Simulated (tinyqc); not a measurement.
Inside a calculation. Method: CCSD on RHF in the sto-6g basis, frozen core, for H2O, spin multiplicity 1. One step of it, computed by the program tinyqc.

Question. Integrals over molecular orbitals. (pq|rs) = sum C_ip C_jq C_kr C_ls (ij|kl), one index at a time.

coefficients C:
```
,MO1,MO2,MO3,MO4,MO5,MO6,MO7
1O 1s,0.996550,-0.217930,-0.005843,0.107859,0.000000,0.119506,0.029478
1O 2s,0.016926,0.808206,0.035081,-0.599015,0.000000,-0.937188,-0.254254
1O 2px,0.000000,0.000000,0.000000,0.000000,1.000000,0.000000,0.000000
1O 2py,-0.000215,-0.010559,0.634925,0.015284,0.000000,-0.210590,0.958913
1O 2pz,0.004107,0.172719,-0.020821,0.747424,0.000000,-0.801253,-0.192390
2H 1s,-0.004025,0.148235,0.449100,0.280312,0.000000,0.991521,-0.708045
3H 1s,-0.004458,0.163180,-0.449168,0.252811,0.000000,0.622725,1.108021
```

core Hamiltonian H = T + V (hartree):
```
,1O 1s,1O 2s,1O 2px,1O 2py,1O 2pz,2H 1s,3H 1s
1O 1s,-33.118106,-7.321672,0.000000,0.001121,-0.026663,-1.966654,-2.142395
1O 2s,-7.321672,-9.320850,0.000000,0.009328,-0.288078,-4.067369,-4.312059
1O 2px,0.000000,0.000000,-7.534509,0.000000,0.000000,0.000000,0.000000
1O 2py,0.001121,0.009328,0.000000,-7.681661,0.006227,-1.921802,1.999147
1O 2pz,-0.026663,-0.288078,0.000000,0.006227,-7.679128,-2.020864,-2.101448
2H 1s,-1.966654,-4.067369,0.000000,-1.921802,-2.020864,-5.328445,-2.300630
3H 1s,-2.142395,-4.312059,0.000000,1.999147,-2.101448,-2.300630,-5.485414
```

Two-electron integrals (ij|kl) in chemists' order, unique and non-zero (hartree):
```
i,j,k,l,(ij|kl)
1,1,1,1,4.787491
2,1,1,1,0.675884
2,1,2,1,0.121505
2,2,1,1,1.117379
2,2,2,1,0.249212
2,2,2,2,0.817383
3,1,3,1,0.025762
3,2,3,1,0.039145
3,2,3,2,0.180664
3,3,1,1,1.117381
3,3,2,1,0.249212
3,3,2,2,0.817382
3,3,3,3,0.880663
4,1,4,1,0.025762
4,2,4,1,0.039145
4,2,4,2,0.180664
4,3,4,3,0.047461
4,4,1,1,1.117381
4,4,2,1,0.249212
4,4,2,2,0.817382
4,4,3,3,0.785741
4,4,4,4,0.880663
5,1,5,1,0.025762
5,2,5,1,0.039145
5,2,5,2,0.180664
5,3,5,3,0.047461
5,4,5,4,0.047461
5,5,1,1,1.117381
5,5,2,1,0.249212
5,5,2,2,0.817382
5,5,3,3,0.785741
5,5,4,4,0.785741
5,5,5,5,0.880663
6,1,1,1,0.192655
6,1,2,1,0.033172
6,1,2,2,0.066466
6,1,3,3,0.066320
6,1,4,1,0.001146
6,1,4,2,0.002230
6,1,4,4,0.066541
6,1,5,1,0.001136
6,1,5,2,0.002210
6,1,5,4,0.000219
6,1,5,5,0.066537
6,1,6,1,0.009232
6,2,1,1,0.436656
6,2,2,1,0.098596
6,2,2,2,0.354168
6,2,3,3,0.348540
6,2,4,1,0.005551
6,2,4,2,0.039644
6,2,4,4,0.357061
6,2,5,1,0.005500
6,2,5,2,0.039276
6,2,5,4,0.008443
6,2,5,5,0.356904
6,2,6,1,0.027007
6,2,6,2,0.185232
6,3,3,1,0.011355
6,3,3,2,0.062543
6,3,4,3,0.008320
6,3,5,3,0.008243
6,3,6,3,0.027311
6,4,1,1,0.213230
6,4,2,1,0.048862
6,4,2,2,0.187203
6,4,3,3,0.178603
6,4,4,1,0.013828
6,4,4,2,0.082735
6,4,4,4,0.199865
6,4,5,1,0.002450
6,4,5,2,0.020005
6,4,5,4,0.012821
6,4,5,5,0.183139
6,4,6,1,0.014052
6,4,6,2,0.119097
6,4,6,4,0.103227
6,5,1,1,0.211252
6,5,2,1,0.048409
6,5,2,2,0.185466
6,5,3,3,0.176947
6,5,4,1,0.002450
6,5,4,2,0.020005
6,5,4,4,0.181525
6,5,5,1,0.013782
6,5,5,2,0.082362
6,5,5,4,0.012856
6,5,5,5,0.197927
6,5,6,1,0.013922
6,5,6,2,0.117992
6,5,6,4,0.075212
6,5,6,5,0.101825
6,6,1,1,0.554595
6,6,2,1,0.127519
6,6,2,2,0.520137
6,6,3,3,0.499096
6,6,4,1,0.009974
6,6,4,2,0.094811
6,6,4,4,0.530952
6,6,5,1,0.009882
6,6,5,2,0.093932
6,6,5,4,0.031560
6,6,5,5,0.530364
6,6,6,1,0.035366
6,6,6,2,0.332634
6,6,6,4,0.244742
6,6,6,5,0.242472
6,6,6,6,0.774999
7,1,1,1,0.210032
7,1,2,1,0.036154
7,1,2,2,0.072410
7,1,3,3,0.072250
7,1,4,1,-0.001247
7,1,4,2,-0.002421
7,1,4,4,0.072492
7,1,5,1,0.001237
7,1,5,2,0.002401
7,1,5,4,-0.000240
7,1,5,5,0.072488
7,1,6,1,0.009941
7,1,6,2,0.028625
7,1,6,4,0.013441
7,1,6,5,0.014739
7,1,6,6,0.036987
7,1,7,1,0.010967
7,2,1,1,0.464709
7,2,2,1,0.104871
7,2,2,2,0.375261
7,2,3,3,0.369410
7,2,4,1,-0.005873
7,2,4,2,-0.041436
7,2,4,4,0.378258
7,2,5,1,0.005825
7,2,5,2,0.041102
7,2,5,4,-0.008777
7,2,5,5,0.378116
7,2,6,1,0.027950
7,2,6,2,0.167033
7,2,6,4,0.072962
7,2,6,5,0.103537
7,2,6,6,0.255343
7,2,7,1,0.031286
7,2,7,2,0.205894
7,3,3,1,0.012227
7,3,3,2,0.066831
7,3,4,3,-0.008750
7,3,5,3,0.008679
7,3,6,3,0.024298
7,3,7,3,0.030795
7,4,1,1,-0.222723
7,4,2,1,-0.051019
7,4,2,2,-0.194682
7,4,3,3,-0.185692
7,4,4,1,0.014819
7,4,4,2,0.087692
7,4,4,4,-0.207965
7,4,5,1,-0.002571
7,4,5,2,-0.020692
7,4,5,4,0.013414
7,4,5,5,-0.190388
7,4,6,1,-0.012859
7,4,6,2,-0.070957
7,4,6,4,-0.006741
7,4,6,5,-0.042878
7,4,6,6,-0.091720
7,4,7,1,-0.016004
7,4,7,2,-0.129946
7,4,7,4,0.112169
7,5,1,1,0.220927
7,5,2,1,0.050608
7,5,2,2,0.193112
7,5,3,3,0.184194
7,5,4,1,-0.002571
7,5,4,2,-0.020692
7,5,4,4,0.188929
7,5,5,1,0.014777
7,5,5,2,0.087356
7,5,5,4,-0.013446
7,5,5,5,0.206212
7,5,6,1,0.014166
7,5,6,2,0.102340
7,5,6,4,0.043481
7,5,6,5,0.086868
7,5,6,6,0.173275
7,5,7,1,0.015875
7,5,7,2,0.128898
7,5,7,4,-0.080718
7,5,7,5,0.110862
7,6,1,1,0.228506
7,6,2,1,0.052141
7,6,2,2,0.202872
7,6,3,3,0.197743
7,6,4,1,0.000046
7,6,4,2,0.000502
7,6,4,4,0.200877
7,6,5,1,0.004569
7,6,5,2,0.038441
7,6,5,4,0.000152
7,6,5,5,0.209996
7,6,6,1,0.014202
7,6,6,2,0.108187
7,6,6,4,0.059560
7,6,6,5,0.077387
7,6,6,6,0.203609
7,6,7,1,0.015462
7,6,7,2,0.113294
7,6,7,4,-0.060558
7,6,7,5,0.079934
7,6,7,6,0.075348
7,7,1,1,0.574039
7,7,2,1,0.131887
7,7,2,2,0.534211
7,7,3,3,0.512667
7,7,4,1,-0.010481
7,7,4,2,-0.097449
7,7,4,4,0.545244
7,7,5,1,0.010397
7,7,5,2,0.096663
7,7,5,4,-0.032314
7,7,5,5,0.544721
7,7,6,1,0.035117
7,7,6,2,0.247493
7,7,6,4,0.091733
7,7,6,5,0.169913
7,7,6,6,0.399905
7,7,7,1,0.039861
7,7,7,2,0.354243
7,7,7,4,-0.256032
7,7,7,5,0.253967
7,7,7,6,0.203609
7,7,7,7,0.774999
```

Give: one-electron integrals over orbitals h = C^T H C; Two-electron integrals over orbitals.

Answer.

one-electron integrals over orbitals h = C^T H C (hartree):
```
,1,2,3,4,5,6,7
1,-33.104,0.558,0.016,-0.275,0.000,-0.315,-0.079
2,0.558,-7.820,-0.002,0.408,0.000,1.442,0.364
3,0.016,-0.002,-6.593,0.050,0.000,0.375,-1.584
4,-0.275,0.408,0.050,-7.123,0.000,0.999,0.165
5,0.000,0.000,0.000,0.000,-7.535,0.000,0.000
6,-0.315,1.442,0.375,0.999,0.000,-5.525,0.018
7,-0.079,0.364,-1.584,0.165,0.000,0.018,-5.589
```

Two-electron integrals over orbitals (pq|rs), unique and non-zero (hartree); the lowest 1 orbital is frozen and left out:
```
p,q,r,s,(pq|rs)
2,2,2,2,0.746
3,2,2,2,-0.007
3,2,3,2,0.148
3,3,2,2,0.669
3,3,3,2,2.99e-03
3,3,3,3,0.660
4,2,2,2,0.019
4,2,3,2,1.53e-04
4,2,3,3,0.006
4,2,4,2,0.116
4,3,2,2,-2.77e-03
4,3,3,2,0.011
4,3,3,3,-2.40e-03
4,3,4,2,0.005
4,3,4,3,0.048
4,4,2,2,0.672
4,4,3,2,3.44e-03
4,4,3,3,0.617
4,4,4,2,-0.103
4,4,4,3,-0.007
4,4,4,4,0.801
5,2,5,2,0.141
5,3,5,2,2.82e-03
5,3,5,3,0.031
5,4,5,2,-0.051
5,4,5,3,-1.93e-03
5,4,5,4,0.061
5,5,2,2,0.748
5,5,3,2,1.29e-03
5,5,3,3,0.650
5,5,4,2,-0.068
5,5,4,3,-0.007
5,5,4,4,0.736
5,5,5,5,0.881
6,2,2,2,-0.148
6,2,3,2,-0.009
6,2,3,3,-0.088
6,2,4,2,-0.014
6,2,4,3,0.009
6,2,4,4,-0.088
6,2,5,5,-0.161
6,2,6,2,0.106
6,3,2,2,-0.030
6,3,3,2,0.027
6,3,3,3,-0.022
6,3,4,2,0.018
6,3,4,3,0.023
6,3,4,4,-0.033
6,3,5,5,-0.042
6,3,6,2,0.025
6,3,6,3,0.064
6,4,2,2,-0.081
6,4,3,2,0.018
6,4,3,3,-0.042
6,4,4,2,0.040
6,4,4,3,2.78e-03
6,4,4,4,-0.121
6,4,5,5,-0.107
6,4,6,2,0.053
6,4,6,3,0.026
6,4,6,4,0.069
6,5,5,2,-0.057
6,5,5,3,-0.006
6,5,5,4,4.19e-03
6,5,6,5,0.039
6,6,2,2,0.640
6,6,3,2,0.039
6,6,3,3,0.592
6,6,4,2,0.055
6,6,4,3,0.018
6,6,4,4,0.566
6,6,5,5,0.608
6,6,6,2,-0.103
6,6,6,3,0.012
6,6,6,4,-0.033
6,6,6,6,0.636
7,2,2,2,-0.037
7,2,3,2,0.029
7,2,3,3,-0.019
7,2,4,2,6.20e-04
7,2,4,3,-0.038
7,2,4,4,-0.026
7,2,5,5,-0.041
7,2,6,2,0.013
7,2,6,3,-0.032
7,2,6,4,0.016
7,2,6,6,-0.031
7,2,7,2,0.062
7,3,2,2,0.113
7,3,3,2,0.010
7,3,3,3,0.088
7,3,4,2,-0.081
7,3,4,3,-1.07e-03
7,3,4,4,0.154
7,3,5,5,0.175
7,3,6,2,-0.072
7,3,6,3,-0.021
7,3,6,4,-0.072
7,3,6,6,0.041
7,3,7,2,-0.027
7,3,7,3,0.149
7,4,2,2,-0.010
7,4,3,2,-0.080
7,4,3,3,-0.010
7,4,4,2,3.92e-03
7,4,4,3,0.009
7,4,4,4,-0.021
7,4,5,5,-0.017
7,4,6,2,0.014
7,4,6,3,-0.032
7,4,6,4,-4.90e-03
7,4,6,6,-0.031
7,4,7,2,-0.010
7,4,7,3,-0.021
7,4,7,4,0.071
7,5,5,2,-0.014
7,5,5,3,0.022
7,5,5,4,2.14e-03
7,5,6,5,3.95e-03
7,5,7,5,0.024
7,6,2,2,0.007
7,6,3,2,-0.087
7,6,3,3,-0.009
7,6,4,2,0.012
7,6,4,3,-0.036
7,6,4,4,-0.012
7,6,5,5,-1.42e-03
7,6,6,2,-0.011
7,6,6,3,-0.044
7,6,6,4,-0.015
7,6,6,6,-0.034
7,6,7,2,0.014
7,6,7,3,-0.019
7,6,7,4,0.050
7,6,7,6,0.093
7,7,2,2,0.635
7,7,3,2,-0.044
7,7,3,3,0.623
7,7,4,2,-1.96e-03
7,7,4,3,-0.018
7,7,4,4,0.608
7,7,5,5,0.623
7,7,6,2,-0.071
7,7,6,3,-0.039
7,7,6,4,-0.039
7,7,6,6,0.566
7,7,7,2,-0.011
7,7,7,3,0.067
7,7,7,4,0.020
7,7,7,6,0.035
7,7,7,7,0.643
```
